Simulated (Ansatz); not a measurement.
# BH₂S (sextet): the correlation ladder, def2-TZVPP

An exercise on one series of results from a longer session: the logs are not shown, and one member is left open.

Computed with Ansatz 0.2.0, Gaussian basis. Level: def2-TZVPP, core rule «outside noble gas», up to 6 orbitals frozen.

Plan: UHF; ROHF; CCSD(T) on UHF.

## The geometry

The geometry is a PBE0/def2-TZVP stationary point (not a proven minimum) of the parent state, kept for this charge and spin.

4 atoms, charge 0, spin multiplicity 6.

Atoms are counted from 1 here; the program's logs count them from 0.

Bond lengths: B1–S2 1.876 Å, B1–H3 1.201 Å, B1–H4 1.201 Å. Angles: S2–B1–H3 115.7°, S2–B1–H4 115.7°, H3–B1–H4 128.7°.

As a file:

```xyz
4

B     0.0000    0.0000    1.3164
S     0.0000    0.0000   -0.5593
H     0.0000    1.0825    1.8366
H     0.0000   -1.0825    1.8366
```

Set-up of the first run:

Input file in.yaml:

```yaml
crystal:
  periodic: [false, false, false]
  atoms:
    - {symbol: B, position_ang: [0.000000, 0.000000, 1.316372]}
    - {symbol: S, position_ang: [0.000000, 0.000000, -0.559290]}
    - {symbol: H, position_ang: [0.000000, 1.082487, 1.836590]}
    - {symbol: H, position_ang: [0.000000, -1.082487, 1.836590]}
basis:
  gaussian: {orbitals: def2-TZVPP}
magnetization: {spin_polarized: true, initial_magnetization: 5}
hamiltonian: {xc: hf}
output: {orbitals: {seedname: orbitals}}
```

The run is started by

```console
$ ansatz run in.yaml --threads 1 --pin off --events-out ev --progress --plain --max-ram 4096MiB --backend cpu
```

Steps of the session up to this table: UHF; ROHF; CCSD(T) on UHF.

One table of the session follows, with a row left open; its other results are not shown here.

```
  method  from UCCSD(T) (kcal/mol)
    ROHF                   +171.59
     UHF                         ?
    UMP2                    +32.34
   UCCSD                     +7.58
UCCSD(T)                         0
```

Estimate the missing values for UHF.

As computed: from UCCSD(T) (kcal/mol): +168.97. In the column «from UCCSD(T) (kcal/mol)» it lies between UMP2 (+32.34) and ROHF (+171.59).
